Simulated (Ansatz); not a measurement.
# Lutetium, hcp: convergence with the k-point mesh

Computed with Ansatz, LDA, scalar-relativistic PAW, on the relaxed cell (a = 3.382 Å, c = 5.252 Å (c/a = 1.553); spin not included). Errors count from a run at 420 eV on a Γ-centred 18×18×10 mesh with Fermi-Dirac smearing of 0.1 eV, extrapolated to zero width. Fixed here: cutoff 420 eV, Fermi-Dirac width 0.1 eV. The SCF starts from atomic densities corrected by a trained network.

```csv
k-mesh,E(σ→0) error (meV/atom),P (GPa),SCF iterations
2×2×1,-760.0,-12.82,9
3×3×2,53.5,-0.90,7
4×4×2,41.3,1.30,8
5×5×3,26.8,0.15,8
7×7×4,-4.9,0.10,8
9×9×5,0.8,0.02,8
11×11×7,0.6,0.04,8
16×16×9,0.0,0.02,8
```

Within 5 meV/atom of the last row: from 7×7×4 on.
